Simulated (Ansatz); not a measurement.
# Worked example: B–SiH–Cl, quartet against B–SiH–Cl, doublet

Geometry (PBE0/def2-TZVP stationary point of a doublet), kept for both states (B–SiH–Cl, doublet: A''; B–SiH–Cl, quartet: A''):

```xyz
4

B     0.0000   -0.7748    2.2980
Si    0.0000    0.4264    0.6909
Cl    0.0000   -0.1559   -1.2692
H     0.0000    1.9148    0.7450
```

Basis cc-pVDZ; Ansatz 0.2.0. Only valence electrons are correlated (noble-gas cores frozen). Prefix R: restricted or restricted open-shell reference; prefix U: unrestricted.

Full CI isn't at hand for all of this; UCCSDT(Q) serves as the reference, and is uncertain by the last step of the cluster series or more.

Unrestricted rows (U, and Kohn–Sham where it breaks symmetry) aren't spin-pure: their determinants' ⟨S²⟩ exceeds S(S+1) by up to 0.68, so they mix in states of higher spin.

```tsv
level	E(B–SiH–Cl, doublet) (hartree)	E(B–SiH–Cl, quartet) (hartree)
UHF	-773.586907	-773.590300
UMP2	-773.840602	-773.842428
UCCSD(T)	-773.899568	-773.889214
PBE	-774.622350	-774.613454
wB97M-V	-774.944204	-774.928043
UCCSDT(Q)	-773.903008	-773.891546
```

Question: Give the vertical gap, B–SiH–Cl quartet less B–SiH–Cl doublet, at each level in eV (1 hartree = 27.2114 eV), and each error against UCCSDT(Q).

Answer: UCCSDT(Q): (-773.891546 − (-773.903008)) × 27.2114 = 0.312 eV (the reference)
wB97M-V: (-774.928043 − (-774.944204)) × 27.2114 = 0.440 eV, error 0.128 eV
PBE: (-774.613454 − (-774.622350)) × 27.2114 = 0.242 eV, error -0.070 eV
UCCSD(T): (-773.889214 − (-773.899568)) × 27.2114 = 0.282 eV, error -0.030 eV
UMP2: (-773.842428 − (-773.840602)) × 27.2114 = -0.050 eV, error -0.362 eV
UHF: (-773.590300 − (-773.586907)) × 27.2114 = -0.092 eV, error -0.404 eV

Total energies of functionals can't be set beside those of wave-function methods, since they hold the core's correlation and their own absolute errors; only the differences compare.

In so small a basis the reference is far from its limit while semilocal and hybrid functionals are nearer theirs, so the functionals' errors here hold much of the reference's basis and frozen-core error, which can add to them or hide them.

Each level lands on the state that its own search finds. T1 diagnostics of restricted CCSD: 0.020 and 0.023.
